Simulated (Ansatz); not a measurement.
# C₅H₁₀: up Jacob's ladder to CCSD(T)

Aim: compute C₅H₁₀ with functionals from several rungs and with coupled cluster. The yardstick is the atomisation energy at the CCSD(T) limit.

Method: functionals in def2-TZVPP, the program's frozen cores in correlated methods; program: Ansatz 0.2.0, Gaussian basis.

Levels to be run: LDA (SPW92), PBE-D4, revPBE-D4, BLYP-D4, r2SCAN-D4, B97M-V, PBE0-D4, B3LYP-D4, r2SCANh-D4, r2SCAN0-D4, HSE06-D4, BHLYP-D4, CAM-B3LYP-D4, LC-ωPBE, ωB97X-V, ωB97M-V, B2PLYP, PBE-QIDH; CCSD(T)/def2-SVP; CCSD(T)/def2-TZVPP; MP2/def2-QZVPP; extrapolation to the limit; RPA on PBE.

### Step 1. The relaxed structure

The geometry comes from an earlier relaxation with PBE0-D4 in a triple-zeta def2 set; it is a stationary point, not always the lowest conformer.

15 atoms, charge 0, spin multiplicity 1.

Atoms are counted from 1 here; the program's logs count them from 0.

Bond lengths: C1–C2 1.491 Å, C1–H6 1.095 Å, C1–H7 1.095 Å, C1–H8 1.090 Å, C2–C3 1.330 Å, C2–H9 1.088 Å, C3–C4 1.493 Å, C3–H10 1.089 Å, C4–C5 1.525 Å, C4–H11 1.092 Å, C4–H12 1.097 Å, C5–H13 1.093 Å, C5–H14 1.093 Å, C5–H15 1.093 Å. Angles: C2–C1–H6 110.7°, C2–C1–H7 110.7°, C2–C1–H8 112.9°, H6–C1–H7 106.5°, H6–C1–H8 107.8°, H7–C1–H8 107.9°, C1–C2–C3 127.6°, C1–C2–H9 115.2°, C3–C2–H9 117.2°, C2–C3–C4 127.9°, C2–C3–H10 117.3°, C4–C3–H10 114.8°, C3–C4–C5 112.1°, C3–C4–H11 110.9°, C3–C4–H12 108.8°, C5–C4–H11 109.7°, C5–C4–H12 108.8°, H11–C4–H12 106.2° and more.

### Step 2. LDA

This LDA is Slater exchange with PW92 correlation.

in.yaml

```yaml
crystal:
  periodic: [false, false, false]
  atoms:
    - {symbol: C, position_ang: [-1.144054, 0.338622, 1.823486]}
    - {symbol: C, position_ang: [0.267105, 0.564963, 1.397829]}
    - {symbol: C, position_ang: [0.874641, 0.089116, 0.314299]}
    - {symbol: C, position_ang: [0.295474, -0.775953, -0.756188]}
    - {symbol: C, position_ang: [0.329233, -0.099331, -2.122695]}
    - {symbol: H, position_ang: [-1.180121, -0.157547, 2.798913]}
    - {symbol: H, position_ang: [-1.670045, 1.291583, 1.940186]}
    - {symbol: H, position_ang: [-1.707964, -0.271087, 1.117508]}
    - {symbol: H, position_ang: [0.855633, 1.193635, 2.062801]}
    - {symbol: H, position_ang: [1.916952, 0.366888, 0.163927]}
    - {symbol: H, position_ang: [-0.729416, -1.065030, -0.512806]}
    - {symbol: H, position_ang: [0.872155, -1.707727, -0.807928]}
    - {symbol: H, position_ang: [1.349246, 0.185443, -2.394565]}
    - {symbol: H, position_ang: [-0.051380, -0.762830, -2.902840]}
    - {symbol: H, position_ang: [-0.277450, 0.809262, -2.121917]}
basis:
  gaussian: {orbitals: def2-TZVPP}
hamiltonian: {xc: lda}
output: {orbitals: {seedname: orbitals}}
```

Run with:

```console
$ ansatz run in.yaml --threads 4 --pin off --events-out ev --progress --plain --max-ram 10444MiB
```

The runs that follow: PBE-D4 (GGA); revPBE-D4 (GGA); BLYP-D4 (GGA); r2SCAN-D4 (meta-GGA); B97M-V (meta-GGA); PBE0-D4 (hybrid); B3LYP-D4 (hybrid); r2SCANh-D4 (hybrid); r2SCAN0-D4 (hybrid); HSE06-D4 (hybrid); BHLYP-D4 (hybrid); CAM-B3LYP-D4 (range-separated); LC-ωPBE (range-separated); ωB97X-V (range-separated); ωB97M-V (range-separated); B2PLYP (double hybrid); PBE-QIDH (double hybrid); CCSD(T) in def2-SVP; CCSD(T) in def2-TZVPP; MP2 in def2-QZVPP; RPA on PBE orbitals.

Q: Predict the results of all the runs planned. Wanted: atomisation energy, CCSD(T)/CBS; farthest beyond LDA; mean size of error, GGA; mean size of error, meta-GGA; mean size of error, hybrid; mean size of error, range-separated; mean size of error, double hybrid; gap, smallest and largest; T1 diagnostic.

As calculated:

| quantity | value |
| --- | --- |
| atomisation energy, CCSD(T)/CBS | 1449.4 kcal/mol |
| functionals within 7.2 kcal/mol (0.5 %) | revPBE-D4, BLYP-D4, r2SCAN-D4, B97M-V, B3LYP-D4, r2SCANh-D4, LC-ωPBE, ωB97X-V, ωB97M-V, PBE-QIDH |
| farthest beyond LDA | PBE-D4 (+29.3 kcal/mol) |
| mean size of error, GGA | 11.1 kcal/mol |
| mean size of error, meta-GGA | 4.2 kcal/mol |
| mean size of error, hybrid | 11.2 kcal/mol |
| mean size of error, range-separated | 3.6 kcal/mol |
| mean size of error, double hybrid | 5.4 kcal/mol |
| gap, smallest and largest | 5.40 eV (LDA (SPW92)), 12.59 eV (LC-ωPBE) |
| T1 diagnostic | 0.0095 |
| triples share of the correlation energy | 4.0 % |

**Reading.** The LDA atomisation energy is off by 191.5 kcal/mol (13 %): it overbinds. PBE-D4 is off by +29.3 kcal/mol. Double hybrids carry the basis error of their MP2 part in triple zeta, and no dispersion term here, so their miss is partly the set-up's. The rungs range-separated, meta-GGA, double hybrid miss on average by less than the doubt on the reference (7.2 kcal/mol), so they tie. The reference freezes the cores and leaves out relativity and excitations past (T), so misses under about 7.2 kcal/mol can't be ranked. Hartree-Fock recovers 76 % of the binding; the rest is correlation. CCSD(T) in def2-SVP is off by -50.3 kcal/mol, which most functionals beat. Orbital gaps span 5.4 to 12.6 eV; exact exchange widens them.
